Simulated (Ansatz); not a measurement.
Basis-set extrapolation for C2H3ClF2O (`COC(F)(F)Cl`) (PBE0-D4/def2-TZVP geometry, frozen core, the Gaussian-basis code of Ansatz). Multiplicity 1, RHF reference.

|  | def2-TZVPP | def2-QZVPP |
| --- | --- | --- |
| HF | -810.879922 | -810.908103 |
| MP2 correlation | -1.251495 | -1.360581 |
| CCSD(T) correlation | -1.328402 | not run |

Energies in hartree. Use E(X) = E(∞) + A·exp(−7.88·√X) for Hartree–Fock and E(X) = E(∞) + B·X^(−2.97) for correlation, with X = 3 and 4, and add CCSD(T) minus MP2 of the smaller set to the MP2 limit.

Task: What is the CCSD(T) energy at the basis-set limit?

Result: HF limit: -810.908103 + (-0.028181) × 0.13774 = -810.91198. MP2 limit: -1.360581 + (-0.109086) × 0.74074 = -1.44139. Higher-order term: -1.328402 − (-1.251495) = -0.07691. Total: -812.43028 hartree, 582.7 kJ/mol below CCSD(T)/def2-TZVPP.
